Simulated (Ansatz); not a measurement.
# What a trial cell of SnW relaxes into

These are results of Ansatz 0.2.0, DFT PBE, scalar-relativistic, plane waves, PAW, not measurements.

The start puts SnW on the NaTl (B32) structure type (Fd-3m, No. 227), with Sn in place of Na, W in place of Tl, at a guessed volume.

Input of the last, converged step (default PAW datasets):

```yaml
crystal:
  lattice:
    - [0.0, 3.3761795688, 3.3761795688]
    - [3.3761795688, 0.0, 3.3761795688]
    - [3.3761795688, 3.3761795688, 0.0]
  atoms:
    - { symbol: Sn, position: [0.0, 0.0, 0.0] }
    - { symbol: Sn, position: [0.25, 0.25, 0.25] }
    - { symbol: W, position: [0.5, 0.5, 0.5] }
    - { symbol: W, position: [0.75, 0.75, 0.75] }
basis:
  ecutwfc: 420
kpoints:
  mp_grid: { grid: [12, 12, 12] }
hamiltonian:
  xc: pbe
scf:
  occupations: { method: gaussian, width: 0.1 }
output:
  forces: true
  stress: true
  eigenvalues: true
relax:
  adjacent_minimum: "off"
  f_tol: 0.01
  max_steps: 80
  cell: { stress_tol: 0.05 }
```

It can be run as:

```bash
ansatz run input.yaml --threads 1 --pin off --backend cpu --events-out ev --progress --plain --runs-dir out  # memory cap (--max-ram) not shown
```

End of the output:

```
SCF converged after 6 iterations
Free energy (F): -32814.969248 eV
Harris-Foulkes:  -32814.969248 eV  (|F-HF|=1.46e-11)
Internal energy: -32814.962459 eV  (E = F + TS)
E sigma→0 (E₀):  -32814.965853 eV
Entropy (-TS):   -0.006789 eV (-1.697 meV/atom)
Fermi energy:    17.221659 eV
--- Per-component energies (eV) ---
  E_band       = -288.679718
  E_kinetic    = 1271.807005
  E_local      = -2622.146840  (includes V_loc(G=0)·N_el)
  E_nonlocal   = -60.337456
  E_hartree    = 1377.376684
  E_xc         = -1297.616766
  E_vxc        = -668.267295  (∫ρ·V_xc dr)
  E_paw        = -25400.343918  (= ΣΔE_a)
  E_vpaw       = -964.488377  (= ΣTr[D̂ρ^β])
  E_aug_tail   = -0.000123  (compensation charges beyond the density's cutoff)
  E_ewald      = -6083.701044
  E_smearing   = -0.006789  (= −TS)
  E_closure    = 0.000000  (closes the sum)
  Σ components = -32814.969248   (vs F -32814.969248, Δ=0.00e0)
--- Forces (eV/Å), atoms counted from 1 ---
  atom   1  Sn     0.00000000     0.00000000     0.00000000
  atom   2  Sn     0.00000000     0.00000000     0.00000000
  atom   3  W      0.00000000     0.00000000     0.00000000
  atom   4  W      0.00000000     0.00000000     0.00000000
  max |Σ_I F_I| component: 1.06e-16 eV/Å
--- Stress (GPa, compression-positive) ---
       -0.000007       0.000000       0.000000
        0.000000      -0.000007       0.000000
        0.000000       0.000000      -0.000007
  P = ⅓ Tr σ =  0.0000 GPa ( 0.000 kbar)
--- Relaxed structure (3 steps of the walk, 2 accepted, 1 SCFs on fresh bases) ---
  F+E_penalty+E_count = -32814.96924766 eV   max|allowed force component| = 2.787e-16 eV/Å   (the final SCF, on the basis selected at the relaxed cell)
  cell:  # Å, volume = 76.9963 Å³
    - [0.000000, 3.376602, 3.376602]
    - [3.376602, 0.000000, 3.376602]
    - [3.376602, 3.376602, 0.000000]
  atoms:
    - { symbol: Sn, position: [0.000000, 0.000000, 0.000000] }
    - { symbol: Sn, position: [0.250000, 0.250000, 0.250000] }
    - { symbol: W, position: [0.500000, 0.500000, 0.500000] }
    - { symbol: W, position: [0.75, 0.75, 0.75] }
```

Absolute energies hang on the potentials; compare differences alone.

The result has space group Fd-3m (No. 227). Around Sn lie 4 Sn at 2.92 Å, 4 W at 2.92 Å and 6 W at 3.38 Å; W is coordinated by 4 Sn at 2.92 Å, 4 W at 2.92 Å and 6 Sn at 3.38 Å.

Against the elements it lies at 0.78 eV/atom. The zero of energy is the elements' standard structures at the same level; no fitted shifts are applied.

The k mesh leaves about 4 meV/atom of noise in metals. Spin–orbit coupling is left out.

A structure relaxed within its symmetry needn't be a true minimum.